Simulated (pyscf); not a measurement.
# Four-centre exchange: PH₃ + alane (AlH₃) → PH₃ + alane (AlH₃)

Gas phase, singlet surface, charge 0. Bonds broken: P1–H6, H2–Al5. Bonds formed: P1–H2, Al5–H6. PySCF, gas phase, ωB97X-D3(BJ)/def2-SVP geometries. Correlated levels are frozen-core, on RHF or UHF. ΔMP2 is the change of the MP2 total energy from the triple- to the quadruple-zeta basis.

Transition state (Å):

```xyz
8

P      0.3793     1.3938     0.4251
H      0.7154    -0.1560    -0.2251
H      0.8169     1.6729    -0.9110
H     -0.7394     2.2780     0.2781
Al    -0.5334    -1.0281     0.4638
H     -0.9395     0.4878     1.0393
H     -1.5604    -1.4918    -0.6435
H      0.0883    -1.8185     1.6794
```

One imaginary mode, 873i cm⁻¹; descent along it reached the two sides named, in the forms told below.

```csv
bond,change,reactant side (Å),saddle,product side
P1–H6,breaks,1.413,1.714,3.2
H2–Al5,breaks,1.598,1.672,3.5
P1–H2,forms,3.2,1.714,1.416
Al5–H6,forms,3.5,1.672,1.599
```

Electronic energies relative to the separated reactants (kJ/mol):

```csv
level,barrier,reaction energy,reverse barrier
ωB97X-D3(BJ)/def2-TZVP,110.1,0.0,110.1
PBE/def2-TZVP,93.3,0.0,93.3
r²SCAN/def2-TZVP,98.7,0.0,98.7
B3LYP-D3(BJ)/def2-TZVP,116.3,0.0,116.3
PBE0-D3(BJ)/def2-TZVP,99.6,0.0,99.6
M06-2X/def2-TZVP,113.5,0.0,113.5
ωB97M-D3(BJ)/def2-TZVP,121.7,0.0,121.7
HF/def2-TZVP,191.2,0.0,191.2
MP2/def2-QZVPP,128.9,0.0,128.9
CCSD/def2-TZVPP,139.1,0.0,139.1
CCSD(T)/def2-TZVPP,129.8,0.0,129.8
CCSD(T)/def2-TZVPP + ΔMP2(QZVPP),126.4,0.0,126.4
```

With CCSD(T)/def2-TZVPP + ΔMP2(QZVPP) energies and thermal terms (ideal gas, 1 atm, RRHO with modes under 100 cm⁻¹ raised to 100, one conformer, R ln 2 for rigid chiral ones), in kJ/mol:

```csv
T (K),ΔH‡,ΔG‡,ΔH,ΔG
298,131.1,171.8,0.0,0.0
600,131.0,213.2,0.0,0.0
900,132.8,253.9,0.0,0.0
1200,135.2,293.9,0.0,0.0
```

On the reactant side the descent ends in an adduct with a Al–P contact (not fully relaxed), 79.6 kJ/mol under the separated species and 189.7 kJ/mol under the saddle at ωB97X-D3(BJ)/def2-TZVP. On the product side the descent ends in an adduct with a Al–P contact (not fully relaxed), 82.9 kJ/mol under the separated species and 193.0 kJ/mol under the saddle at ωB97X-D3(BJ)/def2-TZVP. One saddle was located; it need not be the lowest between these sides. The CCSD(T) − MP2 part came from Ansatz, without density fitting, on the same reference.
